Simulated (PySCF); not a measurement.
Input file for PySCF: R-HF/3-21G on CH6O2 (a complex).

```python
from pyscf import gto, scf, dft, mp
from pyscf.data.elements import chemcore

mol = gto.M(
    atom='''
    O    -0.87950368    0.44015575   -0.00330484
    H     0.08476532    0.40768375   -0.00295084
    C    -1.34093268   -0.89529625    0.00496816
    H    -2.42721868   -0.86390925    0.00410516
    H    -1.01890768   -1.45478025   -0.87656084
    H    -1.01996968   -1.44347525    0.89396116
    O     1.87059332    0.34907775   -0.00103384
    H     2.30979732    0.73722975   -0.76090684
    H     2.30847732    0.75168175    0.75205516
    ''',
    basis='3-21g',
    charge=0, spin=0, verbose=3, max_memory=1800)
mf = scf.RHF(mol)
mf.conv_tol = 1e-8
mf.max_cycle = 100
mf.kernel()
if not mf.converged:
    mf = mf.newton().run(mf.mo_coeff, mf.mo_occ)
```

Program output:

```
converged SCF energy = -189.999896011575
```

The run converged.

Cost: about 0.13 core-seconds (a rough figure).
